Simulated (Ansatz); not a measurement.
C$_{5}$H$_{9}$F, SMILES `FC1CCCC1`. Charge 0, multiplicity 1.

Cartesian coordinates in Å:
```
F -0.8090 1.3794 -1.4604
C 0.3390 0.8672 -0.8495
C 0.3733 -0.6466 -1.0451
C -0.1642 -1.2612 0.2638
C -0.6849 -0.0756 1.0813
C 0.2189 1.0727 0.6466
H 1.1846 1.3889 -1.3045
H -0.2366 -0.9006 -1.9137
H 1.3905 -0.9812 -1.2591
H 0.6472 -1.7555 0.8052
H -0.9322 -2.0157 0.0865
H -0.6635 -0.2581 2.1572
H -1.7180 0.1528 0.8056
H -0.1574 2.0677 0.8900
H 1.2125 0.9658 1.0962
```

What are the harmonic wavenumbers in cm⁻¹ at PBE0-D4/def2-TZVP (Ansatz, finite differences of forces, unscaled)? (Estimate.)

Ansatz gave: 55, 209, 389, 415, 585, 720, 794, 851, 865, 915, 926, 948, 1002, 1022, 1064, 1091, 1200, 1202, 1227, 1266, 1295, 1310, 1342, 1348, 1360, 1382, 1464, 1468, 1485, 1505, 3051, 3062, 3069, 3078, 3094, 3110, 3120, 3126, 3134.

Is this a minimum?

Yes, all 39 modes are real.

Give the ideal-gas thermochemistry at 298.15 K and 1 bar (rigid rotor, harmonic oscillator; point group C1, symmetry number 1).

Zero-point energy 350.2 kJ/mol; H(298) − E = 367.7 kJ/mol; entropy 320.2 J/(mol·K), of which translation 164.7, rotation 109.8, vibration 45.7; G(298) − E = 272.2 kJ/mol. Modes under 100 cm⁻¹ are hindered rotations or soft bends, so the harmonic entropy is rough.

Rotational constants (cm⁻¹)?

0.1795, 0.1153, 0.09138.
